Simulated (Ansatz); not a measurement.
# C₂H₄FNO: small, medium and large basis sets

An exercise on one series of results from a longer session: the logs are not shown, and one member is left open.

Computed with Ansatz 0.2.0, Gaussian basis. Level: one geometry, several basis sets.

Plan: PBE0-D4/def2-SVP; ωB97M-V/def2-SVP; PBE0-D4/def2-QZVPP; ωB97M-V/def2-QZVPP; the functionals' def2-TZVPP values are taken from earlier runs.

### The geometry

An earlier PBE0-D4 in a triple-zeta def2 set relaxation fixed the geometry.

SMILES `N/C=C(\O)F`, 9 atoms, charge 0, spin multiplicity 1.

Atoms are counted from 1 here; the program's logs count them from 0.

Bond lengths: N1–C2 1.399 Å, N1–H6 1.010 Å, N1–H7 1.010 Å, C2–C3 1.324 Å, C2–H8 1.082 Å, C3–O4 1.346 Å, C3–F5 1.343 Å, O4–H9 0.964 Å. Angles: C2–N1–H6 112.2°, C2–N1–H7 112.7°, H6–N1–H7 109.8°, N1–C2–C3 124.3°, N1–C2–H8 117.2°, C3–C2–H8 118.4°, C2–C3–O4 124.9°, C2–C3–F5 121.7°, O4–C3–F5 113.3°, C3–O4–H9 109.7°.

Set-up of the first run:

Contents of in.yaml:

```yaml
crystal:
  periodic: [false, false, false]
  atoms:
    - {symbol: N, position_ang: [-0.396056, 0.066190, -1.453245]}
    - {symbol: C, position_ang: [0.563042, -0.187557, -0.466845]}
    - {symbol: C, position_ang: [0.329700, -0.118985, 0.834978]}
    - {symbol: O, position_ang: [-0.795106, 0.366690, 1.391361]}
    - {symbol: F, position_ang: [1.243867, -0.510683, 1.737647]}
    - {symbol: H, position_ang: [-1.222061, 0.510065, -1.077129]}
    - {symbol: H, position_ang: [-0.032245, 0.614306, -2.219186]}
    - {symbol: H, position_ang: [1.536673, -0.521670, -0.798762]}
    - {symbol: H, position_ang: [-1.139415, -0.264658, 2.033879]}
basis:
  gaussian: {orbitals: def2-SVP}
hamiltonian: {xc: pbe0, dispersion: d4}
output: {orbitals: {seedname: orbitals}}
```

Steps of the session up to this table: PBE0-D4 in def2-SVP; ωB97M-V in def2-SVP; PBE0-D4 in def2-QZVPP; ωB97M-V in def2-QZVPP.

One of the session's tables, all rows but one given; the rest of the session is left out.

It belongs to the step «Density functionals: the series». 

| functional | basis | HOMO (eV) | LUMO (eV) |
| --- | --- | --- | --- |
| PBE0-D4 | def2-SVP | ? | ? |
| PBE0-D4 | def2-TZVPP | -5.74 | 0.78 |
| PBE0-D4 | def2-QZVPP | -5.80 | 0.39 |
| ωB97M-V | def2-SVP | -7.72 | 3.18 |
| ωB97M-V | def2-TZVPP | -7.98 | 2.22 |
| ωB97M-V | def2-QZVPP | -8.04 | 1.61 |

Estimate the missing values for PBE0-D4, def2-SVP.

The run gave: HOMO (eV): -5.50; LUMO (eV): 1.46. In the column «HOMO (eV)» it is the highest.
